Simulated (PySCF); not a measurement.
Cartesian coordinates (Å):
SMILES: [OH]
```xyz
2

O      0.4895     0.0000     0.0000
H     -0.4895     0.0000     0.0000
```
Charge 0, spin multiplicity 2.

**Question.** What is the computed dipole moment, highest occupied spin orbital and total energy (PBE-D3(BJ)/def2-TZVP // TPSSh-D3(BJ)/def2-TZVP (PySCF))?

**Answer.** 
| Quantity | Result |
|---|---|
| dipole moment | 1.73 D |
| highest occupied spin orbital | -7.16 eV |
| total energy | -2059.41 eV |
